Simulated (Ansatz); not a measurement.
# ClH (hydrogen chloride): RPA@r2SCANh/aug-cc-pVDZ (sfX2C)

Aim: the vertical singlet–triplet gap of ClH (hydrogen chloride) at RPA@r2SCANh/aug-cc-pVDZ (sfX2C), from 2 runs. 

Program for the calculation: Ansatz 0.2.0.

**1. The molecule**

The species is ClH (2 atoms), typed as a singlet with charge 0. SMILES: `Cl`. Geometry: relaxed at PBE0-D4/def2-TZVP.

Bond lengths: Cl1–H2 1.279 Å.

**2. A single-point energy at RPA@r2SCANh/aug-cc-pVDZ (sfX2C)**

input.yaml

```yaml
crystal:
  periodic: [false, false, false]
  atoms:
    - {symbol: Cl, position_ang: [0.546000, -0.178500, 0.280800]}
    - {symbol: H, position_ang: [-0.546000, 0.178500, -0.280800]}
basis:
  gaussian:
    orbitals: aug-cc-pVDZ.json
correlation:
  method: rpa
  frozen_orbitals: {Cl: 5, H: 0}
hamiltonian:
  xc: {name: r2SCANh}
  pseudopotentials:
    relativity: scalar
```

The basis set aug-cc-pVDZ is read from a file made from the Basis Set Exchange's data (not shown).

Started as:

```
$ ansatz run input.yaml --threads 1 --pin off --max-ram 2610MiB --events-out events.jsonl --progress --plain --runs-dir runs
```

What it wrote:

```text
Warning: RAYON_NUM_THREADS=1 ignored (pool sized by the plan → 1); use --threads N
Functional definition: r2SCANh
  name "r2SCANh"
  parameter a = 0.1
  parameter k0 = 0.174
  parameter k1 = 0.065
  parameter a1 = 4.9479
  exchange = (1 - a)*r2scan_x(k0 = k0, k1 = k1, a1 = a1) + a*exact_x
  correlation = r2scan_c
353 factors; integrals over basis functions are off by at most 3.4e-4 eV
mean field evaluation 1: about -12571.9731 eV, gradient 8.8e0 eV
mean field evaluation 2: about -12571.9708 eV, gradient 8.8e0 eV
mean field evaluation 4: about -12572.1781 eV, gradient 6.1e-1 eV
mean field evaluation 8: about -12572.1794 eV, gradient 1.9e-3 eV
mean field -12572.17942333 eV, -462.0190720779 hartree, gradient 2.9e-6 eV, S^2 0.000000; 0 other end points of the search recorded, 0 dependent functions left out
5 core orbitals not correlated: weight in the atoms' cores, before any rotation towards them, 1.000 or more for the frozen orbitals, at most 0.000 for the correlated occupied ones
reference -12553.51672940 eV, -461.3332307262 hartree; 4, 4 occupied and 27, 27 virtual orbitals, 353 factors
Total energy: -12560.11385191 eV, -461.5756705069 hartree
Relativity: scalar
```

It took 1.1 s on 1 thread of Intel Xeon Platinum 8259CL at 2.50GHz (Skylake/Cascade Lake), shared host.

**3. The triplet, same level**

Edit input.yaml of step 2 so:

```diff
@@ -8,5 +8,5 @@
     orbitals: aug-cc-pVDZ.json
-correlation:
-  method: rpa
-  frozen_orbitals: {Cl: 5, H: 0}
+magnetization:
+  spin_polarized: true
+  initial_magnetization: 2
 hamiltonian:
@@ -15 +15,4 @@
     relativity: scalar
+correlation:
+  method: rpa
+  frozen_orbitals: {Cl: 5, H: 0}
```

The basis set aug-cc-pVDZ is read from a file made from the Basis Set Exchange's data (not shown).

Started as:

```
$ ansatz run input.yaml --threads 1 --pin off --max-ram 2610MiB --events-out events.jsonl --progress --plain --runs-dir runs
```

What it wrote, cut to the lines that bear on the results:

```text
Warning: RAYON_NUM_THREADS=1 ignored (pool sized by the plan → 1); use --threads N
[... 2 set-up lines as earlier in the session ...]
[...]
353 factors; integrals over basis functions are off by at most 3.4e-4 eV
[...]
mean field -12564.93889492 eV, -461.7529875669 hartree, gradient 2.8e-6 eV, S^2 2.004643; 0 other end points of the search recorded, 0 dependent functions left out
5 core orbitals not correlated: weight in the atoms' cores, before any rotation towards them, 1.000 or more for the frozen orbitals, at most 0.000 for the correlated occupied ones
reference -12546.72633406 eV, -461.0836883003 hartree; 5, 3 occupied and 26, 28 virtual orbitals, 353 factors
Total energy: -12552.95268936 eV, -461.3125026370 hartree
Relativity: scalar
```

It took 1.6 s on 1 thread of Intel Xeon Platinum 8259CL at 2.50GHz (Skylake/Cascade Lake), shared host.

**4. Results**

At RPA@r2SCANh/aug-cc-pVDZ (sfX2C), 5 core orbitals frozen:

| quantity | value |
| --- | --- |
| singlet: total energy | -461.57567 Eh |
| singlet: RPA correlation energy (valence) | -242.4 mEh |
| triplet: total energy | -461.31250 Eh |
| triplet: RPA correlation energy (valence) | -228.8 mEh |
| triplet: ⟨S²⟩ | 2.005 |
| vertical energy of the triplet above the singlet | 7.161 eV |

**Reading.** At this shape the triplet lies 7.16 eV (691 kJ/mol) above the singlet.
